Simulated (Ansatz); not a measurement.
Reaction (SMILES): C#C (C2H2) + 3 [H][H] (H2) → 2 C (CH4)
B3LYP-D3(BJ)/def2-TZVP geometries, fixed; electronic energies without zero-point terms.

Basis-set convergence of the energy of full hydrogenation at CCSD(T) with Ansatz (a program for electronic structure). Cartesian d functions, on some or all atoms, in 6-31G*, 6-31+G*; all else is spherical. Cores are frozen. No added dispersion term, no relativity. Functions are those of the species that has most. Reference: Hartree-Fock in cc-pVQZ plus the correlation part extrapolated as X^-3 from cc-pVTZ and cc-pVQZ, -107.59 kcal/mol, itself unsure by roughly 0.23 kcal/mol (a third of the extrapolation step and of the last Hartree-Fock step). Deviations are taken from unrounded values.

```tsv
basis	functions	energy of full hydrogenation (kcal/mol)
6-31G*	34	-102.76
6-31+G*	42	-101.23
cc-pVDZ	38	-109.95
aug-cc-pVDZ	64	-111.53
def2-SVP	38	-111.93
def2-SVPD	56	-112.87
pcseg-1	38	-108.53
aug-pcseg-1	64	-111.16
6-311G**	48	-105.35
6-311+G**	56	-104.61
def2-TZVP	74	-104.81
def2-TZVPD	92	-104.28
cc-pVTZ	88	-107.85
aug-cc-pVTZ	138	-107.99
pcseg-2	88	-108.03
aug-pcseg-2	138	-107.74
def2-TZVPP	90	-107.55
def2-TZVPPD	108	-107.68
def2-QZVPP	177	-107.37
def2-QZVPPD	195	-107.36
```

What the diffuse functions change, pair by pair:
- 6-31G* to 6-31+G*: 8 more functions, deviation 4.83 to 6.36 kcal/mol
- cc-pVDZ to aug-cc-pVDZ: 26 more functions, deviation -2.36 to -3.94 kcal/mol
- def2-SVP to def2-SVPD: 18 more functions, deviation -4.34 to -5.28 kcal/mol
- pcseg-1 to aug-pcseg-1: 26 more functions, deviation -0.94 to -3.57 kcal/mol
- 6-311G** to 6-311+G**: 8 more functions, deviation 2.24 to 2.98 kcal/mol
- def2-TZVP to def2-TZVPD: 18 more functions, deviation 2.78 to 3.31 kcal/mol
- cc-pVTZ to aug-cc-pVTZ: 50 more functions, deviation -0.26 to -0.40 kcal/mol
- pcseg-2 to aug-pcseg-2: 50 more functions, deviation -0.44 to -0.15 kcal/mol
- def2-TZVPP to def2-TZVPPD: 18 more functions, deviation 0.04 to -0.09 kcal/mol
- def2-QZVPP to def2-QZVPPD: 18 more functions, deviation 0.22 to 0.23 kcal/mol

They bring the value nearer the reference by more than 0.23 kcal/mol in 1 of 10 pairs.
